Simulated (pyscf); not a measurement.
`[OH][Si]([OH])([F])[F]` + `[H]` [doublet] → `[OH][Si]([OH])([F])[F]` + `[H]` [doublet] (substitution at O; doublet surface; H–O broken, H–O formed). Single points on ωB97X-D3(BJ)/def2-SVP structures (PySCF, gas phase). Energies in kJ/mol from the separated reactants.

```
level                      barrier  reaction energy
----------------------  ----------  ---------------
ωB97X-D3(BJ)/def2-TZVP  (withheld)              0.0
r²SCAN/def2-TZVP             118.0              0.0
B3LYP-D3(BJ)/def2-TZVP       123.4              0.0
PBE0-D3(BJ)/def2-TZVP   (withheld)              0.0
M06-2X/def2-TZVP             149.7              0.0
HF/def2-TZVP                 245.7              0.0
```

Task: Some entries are withheld; supply them.

Result: 
- ωB97X-D3(BJ)/def2-TZVP, barrier: 161.3
- PBE0-D3(BJ)/def2-TZVP, barrier: 134.0

The functionals in the table span 43.4 kJ/mol in this barrier, from r²SCAN to ωB97X-D3(BJ)/def2-TZVP. One saddle was located; it need not be the lowest between these sides. The angle at the attacked O is 141°.
